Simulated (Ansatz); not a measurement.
Reaction (substitution at a C–C bond): `CNCC#CS` + CH₃NH₂ → `CNCNC` + `C#CS`

Gas-phase electronic energies from Ansatz, PBE0-D4/def2-TZVP geometries. CBS: MP2 limit from def2 TZ/QZ plus the TZ coupled-cluster correction, frozen cores. This one scheme is used for every species. DFT in def2-TZVPP. B3LYP here is the variant with VWN-RPA as its local correlation; programs differ in this. One conformer a species, not always the lowest.

```csv
level,ΔE (eV)
PBE-D4,0.33
r2SCAN-D4,0.32
B3LYP-D4,0.30
ωB97X-V,0.27
PBE,0.35
PBE0,0.35
B3LYP,0.34
MP2/CBS(def2),0.32
```

Task: What does CCSD(T)/CBS give? (Best estimate.)

Result: Ansatz gave: +0.28 eV. The listed levels differ from it by 0.05, 0.04, 0.02, -0.01, 0.07, 0.07, 0.06, 0.04 eV.

Largest T1 diagnostic among the species: 0.013.

The D4 term adds −0.03 eV with B3LYP and −0.02 eV with PBE0; it sums over pairs of atoms, weighted by their polarisabilities, and B3LYP, whose exchange is more repulsive, gets the larger term.
